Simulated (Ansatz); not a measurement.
# NH₂O (quartet): from Hartree-Fock to the top rungs at distance O1–H3 along a hydrogen transfer = 1.039 Å, cc-pVDZ

Aim: climb from Hartree-Fock through coupled cluster and multireference methods for NH₂O (quartet) at one geometry and basis, and see what each rung misses.

Computed with Ansatz 0.2.0, Gaussian basis. Level: cc-pVDZ, core rule «outside noble gas», up to 2 orbitals frozen.

To be run: UHF; CCSD(T) on ROHF; CCSD(T) on UHF; BCCD(T) on ROHF; CISD; CCSDT(Q) on ROHF; CCSDT(Q) on UHF; CASSCF and MRCISD+Q, 5 electrons in 5 orbitals; CASSCF and NEVPT2, 5 electrons in 5 orbitals; CASSCF and MRCISD+Q, 13 electrons in 10 orbitals; CASSCF and NEVPT2, 13 electrons in 10 orbitals.

8 further runs of the same task are left out: 8 that didn't finish.

### 1 The geometry

The geometry derives from fragments relaxed apart (PBE0/def2-TZVP) and kept rigid, so it is no stationary point. A hydrogen atom is moved between rigid fragments.

4 atoms, charge 0, spin multiplicity 4.

Atoms are counted from 1 here; the program's logs count them from 0.

Bond lengths: O1–H2 0.960 Å, O1–H3 1.039 Å. Angles: H2–O1–H3 105.1°.

### 2 UHF

in.yaml reads:

```yaml
crystal:
  periodic: [false, false, false]
  atoms:
    - {symbol: O, position_ang: [-1.142874, -0.029165, 0.000000]}
    - {symbol: H, position_ang: [-1.392183, 0.897410, 0.000000]}
    - {symbol: H, position_ang: [-0.103874, -0.029165, 0.000000]}
    - {symbol: N, position_ang: [1.413126, -0.029165, 0.000000]}
basis:
  gaussian: {orbitals: cc-pVDZ}
magnetization: {spin_polarized: true, initial_magnetization: 3}
hamiltonian: {xc: hf}
output: {orbitals: {seedname: orbitals}}
```

On the command line:

```sh
$ ansatz run in.yaml --threads 1 --pin off --events-out ev --progress --plain --max-ram 2393MiB
```

The runs that follow: CCSD(T) on ROHF; CCSD(T) on UHF; BCCD(T) on ROHF; CISD; CCSDT(Q) on ROHF; CCSDT(Q) on UHF; CASSCF and MRCISD+Q, 5 electrons in 5 orbitals; CASSCF and NEVPT2, 5 electrons in 5 orbitals; CASSCF and MRCISD+Q, 13 electrons in 10 orbitals; CASSCF and NEVPT2, 13 electrons in 10 orbitals.

Before running them: what should the planned runs give, taken together? Wanted: UCCSDT(Q) below the RHF energy; RMP2 from UCCSDT(Q); UMP2 from UCCSDT(Q); RCCSD from UCCSDT(Q); RCCSD(T) from UCCSDT(Q); UCCSD(T) from UCCSDT(Q); RCCSDT(Q) from UCCSDT(Q); NEVPT2 pair from UCCSDT(Q); MRCISD+Q pair from UCCSDT(Q).

As calculated:

| quantity | value |
| --- | --- |
| UCCSDT(Q) below the RHF energy | -8.6093 eV |
| RMP2 from UCCSDT(Q) | +83.8 kJ/mol |
| UMP2 from UCCSDT(Q) | +81.8 kJ/mol |
| RCCSD from UCCSDT(Q) | +15.4 kJ/mol |
| RCCSD(T) from UCCSDT(Q) | +2.9 kJ/mol |
| UCCSD(T) from UCCSDT(Q) | +2.7 kJ/mol |
| RCCSDT(Q) from UCCSDT(Q) | +0.2 kJ/mol |
| NEVPT2 pair from UCCSDT(Q) | +82.7 kJ/mol |
| MRCISD+Q pair from UCCSDT(Q) | +5.7 kJ/mol |
| NEVPT2 valence from UCCSDT(Q) | +111.6 kJ/mol |
| levels within 1 kcal/mol (43 meV) | RCCSD(T), UCCSD(T), BCCD(T), RCCSDT, UCCSDT, RCCSDT(Q), MRCISD+Q valence |
| T1 diagnostic | 0.017 |
| effectively unpaired electrons | 3.01 |

What this shows: RCCSD(T) lands +2.9 kJ/mol from the yardstick (0.3 % of the correlation energy). One determinant dominates. Of the multireference levels listed MRCISD+Q valence comes nearest in total energy (+2.4 kJ/mol), which doesn't show that its space is the better one. These misses are within one basis, not against nature; the frozen cores of restricted and unrestricted runs differ, which can shift their rows.
